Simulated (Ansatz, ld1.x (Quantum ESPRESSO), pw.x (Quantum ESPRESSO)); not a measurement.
Equation-of-state test of one ultrasoft potential (lithium)

- Element: lithium
- Generator: ld1.x (Quantum ESPRESSO) 7.5
- Type: ultrasoft
- Functional: LDA (PW92)
- Relativity: scalar-relativistic
- Frozen core: none
- Valence charge: 3
- Reference configuration: 1s2 2s1 2p0
- Partial waves: 1s (bound): rcut 0.95, rcutus 1.20 bohr; 2s (bound): rcut 0.95, rcutus 1.20 bohr; 2p (bound, empty): rcut 3.25, rcutus 4.35 bohr; 2p channel at 0.8 Ry: rcut 3.25, rcutus 4.35 bohr; 3d channel at 0.45 Ry: rcut 3.60, rcutus 4.55 bohr; 3d channel at 1.5 Ry: rcut 3.60, rcutus 4.55 bohr
- Local potential: all-electron potential smoothed inside 4.25 bohr (lloc = -1)
- Core correction: none
- Augmentation charge: PSQ, inside the norm-conserving radii

Atomic tests: cutoffs needed: 50 Ry and 70 Ry (the cutoffs (Ry, on a coarse ladder) from which the occupation-weighted sum of valence levels, in a spherical-Bessel basis at the reference potential, stays within 10 and 1 mRy of its value at 400 Ry); ghost test: no extra level below or beside the all-electron valence levels (s, p, d, f tested) (spherical-Bessel basis up to 400 Ry, 20 bohr box); configuration tests: test run stopped at test 5 of 6 (negative rho), 3 before it not solved.

Crystal test: fcc Li in pw.x 7.5, no spin, 13³ k-points, Fermi–Dirac smearing 0.01 Ry, cutoffs 85/680 Ry. The reference is all-electron LAPW (Ansatz 0.2.0) with the same functional, mesh and smearing; V0 and B0 come from Birch–Murnaghan fits to the pressures at five volumes. Errors are pseudo minus all-electron; Δ is the rms difference of the E(V) curves that follow from these fits, minima aligned, over ±6 % about the mean V0. Mesh and smearing are coarse, so the numbers serve the comparison and aren't converged zero-temperature values; the lattice is a test structure that the element need not adopt.

```json
{"V (Å³/atom)": "18.111", "P all-electron (GPa)": "0.78", "P pseudo (GPa)": "7.28"}
{"V (Å³/atom)": "18.587", "P all-electron (GPa)": "0.35", "P pseudo (GPa)": "6.01"}
{"V (Å³/atom)": "19.064", "P all-electron (GPa)": "-0.04", "P pseudo (GPa)": "4.89"}
{"V (Å³/atom)": "19.541", "P all-electron (GPa)": "-0.39", "P pseudo (GPa)": "3.90"}
{"V (Å³/atom)": "20.017", "P all-electron (GPa)": "-0.70", "P pseudo (GPa)": "3.02"}
```

All-electron: a0 = 4.237 Å (V0 = 19.01 Å³/atom), B0 = 14.9 GPa.

Pseudopotential: mean pressure error (GPa): +5.02. The pressure does not cross zero within the volumes sampled, so no fit is given. The largest radius (4.55 bohr) exceeds half the bond length (2.83 bohr), so the spheres overlap, which is one possible source of error among others. This is a poor potential for the solid. Atomic configuration tests: test run stopped at test 5 of 6 (negative rho), 3 before it not solved.

**Question.** At the middle volume, how do free energy and pressure move when the wave cutoff is lowered (ecutrho held at 680 Ry)?

**Answer.**

```json
{"cutoff (Ry)": "38", "shift of F (meV/atom)": "+375.4", "shift of P (GPa)": "-6.87"}
{"cutoff (Ry)": "51", "shift of F (meV/atom)": "+74.3", "shift of P (GPa)": "-2.55"}
{"cutoff (Ry)": "68", "shift of F (meV/atom)": "+3.7", "shift of P (GPa)": "-0.30"}
```

The run at the middle volume (84 k-points, 4 iterations) took about 16 s on one core of a shared host (Neoverse-V1, 32 threads, 247 GiB, load 28).
